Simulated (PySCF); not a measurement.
Simulated C 1s region for `Fc1conn1`, binding energy against the vacuum level.

Every computed line was given a Gaussian of 0.7 eV full width at half maximum and an area set by the number of equivalent atoms; the highest printed point is 100. The calculation used delta-SCF UKS SCAN, pcX-2 on the ionised atom, pcseg-1 elsewhere, spin-free X2C in PySCF.

```json
{"binding energy (eV)": "292.5", "intensity": "0"}
{"binding energy (eV)": "292.6", "intensity": "1"}
{"binding energy (eV)": "292.7", "intensity": "3"}
{"binding energy (eV)": "292.8", "intensity": "7"}
{"binding energy (eV)": "292.9", "intensity": "14"}
{"binding energy (eV)": "293.0", "intensity": "25"}
{"binding energy (eV)": "293.1", "intensity": "42"}
{"binding energy (eV)": "293.2", "intensity": "62"}
{"binding energy (eV)": "293.3", "intensity": "81"}
{"binding energy (eV)": "293.4", "intensity": "95"}
{"binding energy (eV)": "293.5", "intensity": "100"}
{"binding energy (eV)": "293.6", "intensity": "94"}
{"binding energy (eV)": "293.7", "intensity": "78"}
{"binding energy (eV)": "293.8", "intensity": "59"}
{"binding energy (eV)": "293.9", "intensity": "39"}
{"binding energy (eV)": "294.0", "intensity": "24"}
{"binding energy (eV)": "294.1", "intensity": "15"}
{"binding energy (eV)": "294.2", "intensity": "12"}
{"binding energy (eV)": "294.3", "intensity": "15"}
{"binding energy (eV)": "294.4", "intensity": "24"}
{"binding energy (eV)": "294.5", "intensity": "39"}
{"binding energy (eV)": "294.6", "intensity": "58"}
{"binding energy (eV)": "294.7", "intensity": "78"}
{"binding energy (eV)": "294.8", "intensity": "93"}
{"binding energy (eV)": "294.9", "intensity": "100"}
{"binding energy (eV)": "295.0", "intensity": "96"}
{"binding energy (eV)": "295.1", "intensity": "82"}
{"binding energy (eV)": "295.2", "intensity": "62"}
{"binding energy (eV)": "295.3", "intensity": "42"}
{"binding energy (eV)": "295.4", "intensity": "26"}
{"binding energy (eV)": "295.5", "intensity": "14"}
{"binding energy (eV)": "295.6", "intensity": "7"}
{"binding energy (eV)": "295.7", "intensity": "3"}
{"binding energy (eV)": "295.8", "intensity": "1"}
{"binding energy (eV)": "295.9", "intensity": "0"}
```

Q: How many maxima does the curve show, and how many computed lines lie under it?

A: The curve has 2 maxima (at 293.5 and 294.9 eV). Under it lie 2 lines from 2 inequivalent carbon sites.

Q: Decompose the envelope and assign each component. Numbering: `[F:1][c:2]1[cH:3][o:4][n:5][n:6]1`.

A: 
```csv
position (eV),relative area,line,atoms,environment
293.49,1,C 1s,C3,aromatic CH next to a ring oxygen
294.91,1,C 1s,C2,aromatic C–F carbon
```

Q: What are the centre and the root-mean-square width of the whole band?

A: The area-weighted mean of the lines is 294.20 eV. Their own spread about it is 0.71 eV (rms) and each Gaussian has σ = 0.7/2.355 = 0.30 eV; the variances add, which gives 0.77 eV.

Q: Above which line width would these two lines show one maximum?

A: Two equal Gaussians merge once their distance is under 2σ = FWHM/1.177. With 1.42 eV between them that is a full width over 1.67 eV.

The listed C 1s values span 1.42 eV, from C3 (bonded to O (aromatic in the SMILES), C (aromatic in the SMILES) and H) to C2 (bonded to F, N (aromatic in the SMILES) and C (aromatic in the SMILES)).

No satellites, vibrations or lifetime broadening are included. Isolated species at its GFN2-xTB geometry, gas phase.
